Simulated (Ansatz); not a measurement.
Ga₂S₃ (Cc, No. 9) was calculated with r²SCAN (Ansatz, a program for electronic structure, plane waves, PAW).

Numerical settings: plane-wave cutoff 560 eV, 6×6×6 k mesh, Fermi–Dirac smearing 0.01 eV, scalar-relativistic PAW data made under PBE.

Cell (relaxed at this level):

```
CELL_PARAMETERS angstrom
      5.62729    -3.22936    -0.00098
      5.62729     3.22936    -0.00098
     -3.64356     0.00000     6.04775
ATOMIC_POSITIONS crystal
  Ga 0.73056 0.86325 0.38051
  Ga 0.86325 0.73056 0.88051
  Ga 0.35838 0.55347 0.37065
  Ga 0.55347 0.35838 0.87065
  S  0.74704 0.57299 0.49745
  S  0.57299 0.74704 0.99745
  S  0.41432 0.24005 0.48796
  S  0.24005 0.41432 0.98796
  S  0.90972 0.08823 0.01442
  S  0.08823 0.90972 0.51442
```

**Question.** Predict the band gap.

**Answer.** 
- band gap: 2.33 eV (direct)

Spin–orbit coupling is not included.

Static lattice: no zero-point or thermal effects.
